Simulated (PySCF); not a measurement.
# Working out the ionisation energy of P

P [Ne] 3s2 3p3 (4S) → P⁺ [Ne] 3s2 3p2 (3P). All numbers are calculated (PySCF 2.14, no relativity, point nucleus, in cc-pV(T+d)Z). Frozen: [Ne]. Energies in hartree (1 hartree = 27.21139 eV):

```
            part    P (lower)   P⁺ (upper)
             UHF  -340.716306  -340.352037
CCSD correlation    -0.101402    -0.082893
             (T)    -0.003865    -0.002337
```

Q: What does Hartree-Fock give?

A: (-340.352037) − (-340.716306) = 0.364269 hartree = 9.912 eV.

Q: What do CCSD and CCSD(T) give?

A: The CCSD correlation energies differ by 0.018509 hartree = 0.504 eV and the triples by 0.001528 hartree = 0.042 eV, so CCSD gives 10.416 eV and CCSD(T) 10.458 eV.

Measured between the centres of the two terms (NIST): 10.526 eV, so CCSD(T) (valence) is off by -0.068 eV.

What remains against the reference includes basis incompleteness, the frozen core and higher excitations.
